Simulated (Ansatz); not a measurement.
Calculated with Ansatz (gas phase, PBE0-D4/def2-TZVP geometries, no zero-point term in ΔE). CCSD(T)/CBS adds triple-zeta CCSD(T) − MP2 to the extrapolated MP2 energy (def2 sets, frozen cores). This one scheme is used for every species. DFT in def2-TZVPP.

`CC1=C(F)C1` + H₂ → `CC1=CC1` + H–F  (hydrogenolysis of a C–F bond)

```tsv
level	ΔE (eV)
revPBE	-1.01
SCS-MP2/def2-TZVPP	-1.22
```

Q: What does CCSD(T)/CBS give? (Best estimate.)

A: Ansatz gave: -1.26 eV. The listed levels differ from it by 0.25, 0.04 eV.

Largest T1 diagnostic among the species: 0.011.

Leaving LDA and LC-ωPBE aside and taking each functional with its dispersion term where it has one, the values, not all of them listed here, spread over 0.22 eV, from PBE-QIDH to BLYP-D4. LDA lies +0.04 eV from PBE without D4. From BLYP to BHLYP (50 % exact exchange), in def2-TZVPP and without D4, ΔE moves by −0.19 eV.
